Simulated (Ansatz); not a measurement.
`BOC` + `[SiH3]`• → `[BH]OC`• + SiH₄  (hydrogen abstraction from a B–H bond)

Calculated with Ansatz (gas phase, PBE0-D4/def2-TZVP geometries, no zero-point term in ΔE). CCSD(T)/CBS is the MP2 limit (def2-TZVPP, def2-QZVPP) plus CCSD(T) − MP2 in def2-TZVPP, frozen cores. This one scheme is used for every species. Functionals use def2-TZVPP. B3LYP here is the variant with VWN-RPA as its local correlation; programs differ in this. HSE06 is defined as in plane-wave codes. Open shells (•) are unrestricted, without spin–orbit coupling.

| level | ΔE (kJ/mol) | difference from CCSD(T)/CBS |
| --- | --- | --- |
| PBE-D4 | 60.5 | 0.4 |
| BLYP-D4 | 58.0 | -2.1 |
| PBE0-D4 | 60.9 | 0.8 |
| B3LYP-D4 | 59.2 | -0.9 |
| PBE0 | 61.1 | 1.0 |
| r2SCANh | 56.7 | -3.4 |
| HSE06 | 61.0 | 0.9 |
| BHLYP | 59.4 | -0.7 |
| CAM-B3LYP | 59.9 | -0.2 |
| RPA@PBE/def2-TZVPP | 60.7 | 0.6 |
| MP2/def2-SVP | 65.1 | 5.0 |
| CCSD/def2-SVP | 65.1 | 5.0 |
| CCSD(T)/def2-SVP | 64.9 | 4.8 |
| MP2/def2-TZVPP | 62.3 | 2.2 |
| SCS-MP2/def2-TZVPP | 61.4 | 1.3 |
| CCSD/CBS(def2) | 60.0 | -0.1 |
| CCSD(T)/CBS | 60.1 | 0 |

Largest T1 diagnostic among the species: 0.015.

In def2-TZVPP, CCSD(T) changes the Hartree–Fock value by +11.1 kJ/mol (the triples alone add +0.2 kJ/mol) and MP2 by +11.6 kJ/mol. Leaving LDA and LC-ωPBE aside and taking each functional with its dispersion term where it has one, the values, not all of them listed here, spread over 5.3 kJ/mol, from r2SCAN-D4 to PBE-QIDH. LDA lies +3.1 kJ/mol from PBE without D4. At CCSD(T), def2-SVP lies +4.8 kJ/mol from the extrapolated value and def2-TZVPP +1.7 kJ/mol.
